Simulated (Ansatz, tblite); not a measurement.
# The cluster K2S2−: a ladder of methods and basis sets

How do method and basis change the picture of the cluster K2S2− (doublet)?

The runs use Ansatz 0.2.0, Gaussian basis; as each input shows.

The runs, in order: GFN1-xTB, GFN2-xTB, PBE-D4/def2-TZVPD, r2SCAN-D4/def2-TZVPD, B3LYP-D4/def2-TZVPD, BHLYP-D4/def2-TZVPD, ωB97X-V/def2-TZVPD, B97M-V/def2-TZVPD, CAM-B3LYP-D4/def2-TZVPD, PBE+5HF/def2-TZVPD, PBE+10HF/def2-TZVPD, PBE+15HF/def2-TZVPD, PBE+35HF/def2-TZVPD, PBE+50HF/def2-TZVPD, PBE-D4/def2-SVPD, PBE0-D4/def2-SVPD, HF/STO-3G, HF/6-31G, B3LYP-D4/6-31G, CCSD(T)/def2-TZVPD, RPA/def2-TZVPD.

### Step 1. The geometry

The doublet was relaxed beforehand with r2SCAN-D4/def2-TZVPD. At that level it is the lowest of the isomers that a small search found.

4 atoms, charge -1, spin multiplicity 2.

Bond lengths: K1–S3 2.939 Å, K1–S4 2.940 Å, K2–S3 2.940 Å, K2–S4 2.939 Å. Angles: S3–K1–S4 43.2°, S3–K2–S4 43.2°, K1–S3–K2 95.6°, K1–S4–K2 95.6°.

Geometry (Å):

```xyz
4

K     0.1589   -1.0233   -2.0858
K    -1.5735    0.2642    1.6961
S     1.0637   -0.5268    0.6666
S     0.3509    1.2859   -0.2769
```

The ion is computed in the gas phase, without counter-ions or solvent.

PBE0-D4/def2-TZVPD was run before; its log isn't repeated, and its numbers join the tables.

### Step 2. GFN1-xTB

Tight binding, by tblite at 300 K electronic temperature and without a spin-polarisation term:

```python
tblite.interface.Calculator('GFN1-xTB', numbers, positions, charge=-1, uhf=1).singlepoint()
```

Energy -225.5143 eV; 0.003 s.

### Step 3. GFN2-xTB

Tight binding, by tblite at 300 K electronic temperature and without a spin-polarisation term:

```python
tblite.interface.Calculator('GFN2-xTB', numbers, positions, charge=-1, uhf=1).singlepoint()
```

Energy -194.5913 eV; 0.003 s.

### Step 4. PBE-D4/def2-TZVPD

start.molden holds the orbitals of an earlier run on this state, given as this run's starting guess.

Contents of in.yaml:

```yaml
crystal:
  periodic: [false, false, false]
  atoms:
    - {symbol: K, position_ang: [0.158941, -1.023281, -2.085761]}
    - {symbol: K, position_ang: [-1.573524, 0.264246, 1.696144]}
    - {symbol: S, position_ang: [1.063703, -0.526842, 0.666568]}
    - {symbol: S, position_ang: [0.350880, 1.285877, -0.276950]}
basis:
  gaussian: {orbitals: def2-TZVPD, initial_orbitals: start.molden}
total_charge: -1
magnetization: {spin_polarized: true, initial_magnetization: 1}
hamiltonian: {xc: pbe, dispersion: d4}
scf: {omitted_lower_state_checks: [starts]}
output: {orbitals: {seedname: orbitals}}
```

Launch:

```bash
$ ansatz run in.yaml --threads 4 --pin off --events-out ev --progress --plain --max-ram 3916MiB
```

After this run come: r2SCAN-D4/def2-TZVPD; B3LYP-D4/def2-TZVPD; BHLYP-D4/def2-TZVPD; ωB97X-V/def2-TZVPD; B97M-V/def2-TZVPD; CAM-B3LYP-D4/def2-TZVPD; PBE+5HF/def2-TZVPD; PBE+10HF/def2-TZVPD; PBE+15HF/def2-TZVPD; PBE+35HF/def2-TZVPD; PBE+50HF/def2-TZVPD; PBE-D4/def2-SVPD; PBE0-D4/def2-SVPD; HF/STO-3G; HF/6-31G; B3LYP-D4/6-31G; CCSD(T)/def2-TZVPD; RPA/def2-TZVPD.

Before running them: what should the planned runs give, taken together? Wanted: gap in def2-TZVPD, named functionals, smallest and largest; gap over the share of exact exchange; correlation energy, CCSD(T)/def2-TZVPD; ⟨S²⟩ in def2-TZVPD, named functionals, smallest and largest; PBE0 total energy, smallest basis above largest.

The runs gave:

| quantity | value |
| --- | --- |
| gap in def2-TZVPD, named functionals, smallest and largest | 0.14 eV (B97M-V), 2.22 eV (ωB97X-V) |
| gap over the share of exact exchange | 0.18 eV at 0, 1.18 eV at 0.5 |
| correlation energy, CCSD(T)/def2-TZVPD | -20.69 eV |
| ⟨S²⟩ in def2-TZVPD, named functionals, smallest and largest | 0.750, 0.756 |
| PBE0 total energy, smallest basis above largest | 11.32 eV (def2-SVPD, def2-TZVPD) |

Orbital gaps of the named functionals in def2-TZVPD span 0.14 eV (B97M-V) to 2.22 eV (ωB97X-V); exact exchange widens it. Raising the share of exact exchange from 0 to 0.5 moves the HOMO by -0.49 eV and the LUMO by +0.50 eV. Over the named functionals in def2-TZVPD spin contamination reaches 0.01 (B97M-V), which is small. PBE-D4, r2SCAN-D4, B97M-V, B3LYP-D4, PBE0-D4, BHLYP-D4 put the HOMO above zero; others here keep it below zero, so the sign hangs on the functional's self-interaction and doesn't show that the species is unbound. Notes on CCSD(T)/def2-TZVPD: state flagged by the program.
